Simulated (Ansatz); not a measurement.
**FH2NaSi: one structure at several levels**

How do the functionals fare away from a minimum? The structure is a structure displaced at random from a GFN2-xTB minimum.

The runs use Ansatz 0.2.0, Gaussian basis; single points in def2-TZVPP.

Correlated methods freeze the cores. The outer core shell of Li, Na, Mg and K is correlated.

### Step 1. The system as given

5 atoms, charge 0, spin multiplicity 1.

Atoms are counted from 1 here; the program's logs count them from 0.

Bond lengths: F1–Si2 1.626 Å, Si2–Na3 2.646 Å, Si2–H4 1.711 Å, Si2–H5 1.495 Å. Angles: F1–Si2–Na3 89.4°, F1–Si2–H4 97.0°, F1–Si2–H5 97.3°, Na3–Si2–H4 125.4°, Na3–Si2–H5 122.3°, H4–Si2–H5 110.6°.

Geometry (Å):

```mol
FH2NaSi
  3D, bonds by distance, orders not assigned

  5  4  0  0  0  0  0  0  0  0999 V2000
   -0.8332   -0.0552    1.1010 F   0  0
    0.0448    0.1184   -0.2561 Si  0  0
    1.8181   -1.5932    0.7059 Na  0  0
   -1.2027   -0.2651   -1.3629 H   0  0
    0.2356    1.5982   -0.1704 H   0  0
  1  2  8  0
  2  3  8  0
  2  4  8  0
  2  5  8  0
M  END
```

### Step 2. CCSD(T)/def2-TZVPP

Contents of run/in.yaml:

```yaml
crystal:
  periodic: [false, false, false]
  atoms:
    - {symbol: F, position_ang: [-0.833200, -0.055200, 1.101000]}
    - {symbol: Si, position_ang: [0.044800, 0.118400, -0.256100]}
    - {symbol: Na, position_ang: [1.818100, -1.593200, 0.705900]}
    - {symbol: H, position_ang: [-1.202700, -0.265100, -1.362900]}
    - {symbol: H, position_ang: [0.235600, 1.598200, -0.170400]}
basis:
  gaussian: {orbitals: def2-TZVPP}
correlation: {method: ccsd_t}
output: {forces: true}
```

The command line of these runs was not kept.

### Step 3. PBE0-D4/def2-TZVPP

Changes to run/in.yaml since step 2:

```diff
@@ -10,3 +10,3 @@
   gaussian: {orbitals: def2-TZVPP}
-correlation: {method: ccsd_t}
-output: {forces: true}
+hamiltonian: {xc: pbe0, dispersion: d4}
+output: {forces: true, orbitals: {seedname: orbitals}}
```

### Step 4. wB97M-V/def2-TZVPP

Changes to run/in.yaml since step 3:

```diff
@@ -10,3 +10,3 @@
   gaussian: {orbitals: def2-TZVPP}
-hamiltonian: {xc: pbe0, dispersion: d4}
-output: {forces: true, orbitals: {seedname: orbitals}}
+hamiltonian: {xc: {name: wB97M-V}}
+output: {forces: true}
```

### Step 5. r2SCAN-D4/def2-TZVPP

Changes to run/in.yaml since step 4:

```diff
@@ -10,3 +10,3 @@
   gaussian: {orbitals: def2-TZVPP}
-hamiltonian: {xc: {name: wB97M-V}}
+hamiltonian: {xc: r2scan, dispersion: d4}
 output: {forces: true}
```

### Step 6. PBE-D4/def2-TZVPP

Changes to run/in.yaml since step 5:

```diff
@@ -10,3 +10,3 @@
   gaussian: {orbitals: def2-TZVPP}
-hamiltonian: {xc: r2scan, dispersion: d4}
+hamiltonian: {xc: pbe, dispersion: d4}
 output: {forces: true}
```

### Step 7. BLYP-D4/def2-TZVPP

Changes to run/in.yaml since step 6:

```diff
@@ -10,3 +10,3 @@
   gaussian: {orbitals: def2-TZVPP}
-hamiltonian: {xc: pbe, dispersion: d4}
+hamiltonian: {xc: {name: BLYP}, dispersion: d4}
 output: {forces: true}
```

### Step 8. r2SCANh-D4/def2-TZVPP

Changes to run/in.yaml since step 7:

```diff
@@ -10,3 +10,3 @@
   gaussian: {orbitals: def2-TZVPP}
-hamiltonian: {xc: {name: BLYP}, dispersion: d4}
+hamiltonian: {xc: {name: r2SCANh}, dispersion: d4}
 output: {forces: true}
```

(Steps that only read results are left out.)

Before running it: what results should come out? Wanted: energy less free atoms, CCSD(T)/def2-TZVPP; RMS force component; RMS force error; HOMO and LUMO, PBE0-D4; T1 diagnostic.

As calculated:

| quantity | value |
| --- | --- |
| energy less free atoms, CCSD(T)/def2-TZVPP | -1269.2 kJ/mol |
| RMS force component | 0.842 to 0.880 eV/Å over the methods |
| RMS force error | PBE0-D4 0.054, wB97M-V 0.036, r2SCAN-D4 0.041, PBE-D4 0.169, BLYP-D4 0.194, r2SCANh-D4 0.058 eV/Å |
| HOMO and LUMO, PBE0-D4 | -5.14 and -1.65 eV |
| T1 diagnostic | 0.011 |

**Reading.** Against CCSD(T) the functionals' energies less atoms differ by -43.8 to -8.9 kJ/mol, PBE-D4 by -37.6 kJ/mol. A larger basis would deepen the CCSD(T) value, while the functionals are nearly converged already, so the order here is not reliable. On forces the order runs from wB97M-V to BLYP-D4. Frozen-core CCSD(T) forces in triple zeta carry basis errors of their own, and this is one geometry, so small gaps rank nothing.
